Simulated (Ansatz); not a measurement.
`COC(F)S`, relaxed with RKS PBE-D4/def2-SVP in Ansatz from a rough embedded geometry. The force threshold is 0.03 eV/Å; the program also tests the step.

Total charge 0; spin multiplicity 1.

Start:

```xyz
10

C    -1.208    0.522   -0.602
O    -0.465   -0.002    0.508
C     0.886   -0.152    0.141
F     1.389    0.951   -0.329
S     1.901   -0.748    1.511
H    -2.289    0.587   -0.203
H    -0.899    1.528   -0.804
H    -1.183   -0.141   -1.433
H     0.919   -0.917   -0.720
H     0.950   -1.628    1.931
```

(1) How much energy does the relaxation release, and in how many steps? (An estimate is asked.)

(2) Which bonds change most? (An estimate is asked.)

(3) Give the relaxed structure. (An estimate is asked.)

Answers

(1) Computed: 34.26 kJ/mol, in 6 steps, 1 of them rejected.

(2) The calculation gave: C3–F4 from 1.300 to 1.385 Å; C1–H8 from 1.063 to 1.115 Å; C1–H6 from 1.155 to 1.105 Å; C1–H7 from 1.071 to 1.111 Å.

(3) Ansatz gave: 
```xyz
10

C    -1.255    0.506   -0.558
O    -0.395    0.148    0.523
C     0.894   -0.120    0.137
F     1.559    1.030   -0.257
S     1.837   -0.789    1.563
H    -2.273    0.603   -0.139
H    -0.951    1.472   -1.014
H    -1.257   -0.279   -1.350
H     0.926   -0.818   -0.738
H     0.915   -1.753    1.834
```
